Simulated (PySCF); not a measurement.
Species: C₅H₈.
Numbering: `[CH2:1]=[CH:2][CH2:3][CH:4]=[CH2:5]` (hydrogens: H6, H7 on C1; H8 on C2; H9, H10 on C3; H11 on C4; H12, H13 on C5)

The same species was optimised twice, with GFN2-xTB and with PBE0-D3(BJ)/def2-SVP (PySCF), and the same property calculations (PySCF, gas phase) were run on both structures.

| coordinate | GFN2-xTB | PBE0-D3(BJ)/def2-SVP | change |
| --- | --- | --- | --- |
| C5–H12 (Å) | 1.078 | 1.095 | +0.017 |
| C1–H6 (Å) | 1.078 | 1.095 | +0.017 |
| C5–H13 (Å) | 1.077 | 1.093 | +0.016 |
| C1–H7 (Å) | 1.077 | 1.093 | +0.016 |
| C4–H11 (Å) | 1.082 | 1.097 | +0.015 |
| C2–H8 (Å) | 1.082 | 1.097 | +0.015 |
| C4=C5 (Å) | 1.319 | 1.333 | +0.014 |
| C1=C2 (Å) | 1.319 | 1.333 | +0.014 |
| C3–H10 (Å) | 1.093 | 1.104 | +0.011 |
| C3–H9 (Å) | 1.093 | 1.104 | +0.011 |
| C3–C4 (Å) | 1.500 | 1.501 | +0.001 |
| C2–C3 (Å) | 1.500 | 1.501 | +0.001 |
| C2–C3–C4 (°) | 110.3 | 112.0 | +1.7 |
| H9–C3–H10 (°) | 108.7 | 107.1 | -1.6 |
| C1–C2–H8 (°) | 120.5 | 119.2 | -1.3 |
| C5–C4–H11 (°) | 120.5 | 119.2 | -1.3 |
| H12–C5–H13 (°) | 116.1 | 117.0 | +0.9 |
| H6–C1–H7 (°) | 116.1 | 117.0 | +0.9 |
| C3–C4–C5 (°) | 124.5 | 125.2 | +0.7 |
| C1–C2–C3 (°) | 124.5 | 125.2 | +0.7 |
| C1–C2–C3–C4 (°) | 117 | 116 | -1 |
| C2–C3–C4–C5 (°) | 117 | 117 | 0 |

Rotational constants: A = 19666, B = 2415, C = 2392 MHz (GFN2-xTB) against A = 19576, B = 2359, C = 2342 MHz (PBE0-D3(BJ)/def2-SVP). Point groups within 0.08 Å: C2 and C2.

On the GFN2-xTB structure: HOMO (eV) -7.40 [PBE0/pcSseg-1]; LUMO (eV) -0.05 [PBE0/pcSseg-1]; dipole (D) 0.11 [PBE0/pcSseg-1]; GIAO shielding of C1/C5 (mean) (ppm) 64.9 [PBE0/pcSseg-1]; GIAO shielding of C2/C4 (mean) (ppm) 40.0 [PBE0/pcSseg-1]; GIAO shielding of C3 (ppm) 139.7 [PBE0/pcSseg-1].

**Question.** What do these properties become on the PBE0-D3(BJ)/def2-SVP structure?

**Answer.** 
```csv
property,level,on GFN2-xTB,on PBE0-D3(BJ)/def2-SVP,change
HOMO (eV),PBE0/pcSseg-1,-7.40,-7.37,+0.03
LUMO (eV),PBE0/pcSseg-1,-0.05,-0.12,-0.07
dipole (D),PBE0/pcSseg-1,0.11,0.11,0.00
"energy, GFN2-xTB geometry as zero (kcal/mol)",PBE0/pcSseg-1,0.0,-0.5,-0.5
GIAO shielding of C1/C5 (mean) (ppm),PBE0/pcSseg-1,64.9,60.9,-4.0
GIAO shielding of C2/C4 (mean) (ppm),PBE0/pcSseg-1,40.0,37.4,-2.6
GIAO shielding of C3 (ppm),PBE0/pcSseg-1,139.7,139.3,-0.4
```

The heavy atoms differ by 0.021 Å rms after alignment. Among all bonds C1–H6, C1–H7, C5–H12 and C5–H13 change most and about equally (+0.016 to +0.017 Å). Changes are differences of the printed values. Neither structure is proved a minimum here.

Shape of the structure used: `[CH2:1]=[CH:2][CH2:3][CH:4]=[CH2:5]`: C1–C2–C3–C4 116°, C2–C3–C4–C5 117°.
